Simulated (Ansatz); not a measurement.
Lattice constant a of some cubic transition metals

Method: PBEsol-D3(BJ) in Ansatz (PAW). References are measured values corrected to a static lattice. The table is a random draw of 6 from 13 solids with such references.

Values in Å.

```json
[
 {"solid": "fcc Ni", "reference": "3.508", "PBEsol-D3(BJ)": "3.429", "error (%)": "-2.25"},
 {"solid": "bcc V", "reference": "3.021", "PBEsol-D3(BJ)": "2.916", "error (%)": "-3.48"},
 {"solid": "bcc W", "reference": "3.16", "PBEsol-D3(BJ)": "3.129", "error (%)": "-0.98"},
 {"solid": "bcc Mo", "reference": "3.141", "PBEsol-D3(BJ)": "3.102", "error (%)": "-1.24"},
 {"solid": "bcc Nb", "reference": "3.294", "PBEsol-D3(BJ)": "3.229", "error (%)": "-1.97"},
 {"solid": "fcc Pd", "reference": "3.876", "PBEsol-D3(BJ)": "3.832", "error (%)": "-1.14"}
]
```

Over these 6 solids the mean error is -1.84 %, the mean absolute error 1.84 % (median 1.61 %), and the worst case bcc V at -3.48 %; the value is below the reference in 6 of 6 cases. Over all 13, from unrounded values, the mean error is -1.72 % and the mean absolute error 1.72 % (median 1.62 %).

All these references are brought to a static lattice.

Spin–orbit coupling is left out, also for the solids with elements from indium on (bcc W); its size isn't shown.

Differences are worked out from the printed values.

Ansatz's density-functional and Hartree–Fock values are scalar-relativistic unless marked +SOC, with PAW data made under PBE.

Ansatz's runs of these crystals have no spin polarisation, but for fcc Ni.

Density-functional runs with spin start from parallel moments for fcc Ni.

Not in this set, of the transition metals with a reference value in our tables and a result at some level: 11 for a reference at room or unstated temperature; 1 for a run that ended without the magnetic order (PBEsol-D3(BJ)); 1 for no value at PBEsol-D3(BJ) (not run, a failed fit, an unstable or unbound cell, or a value held back for tests). These can be a level's best or worst cases. Solids without a released value at any level aren't counted. Layered and molecular crystals are counted apart. The metals Ce to Yb are counted apart.

References as tabulated in Mejia-Rodriguez and Trickey (2018), arXiv:1807.09216.

Ansatz is an electronic-structure program.
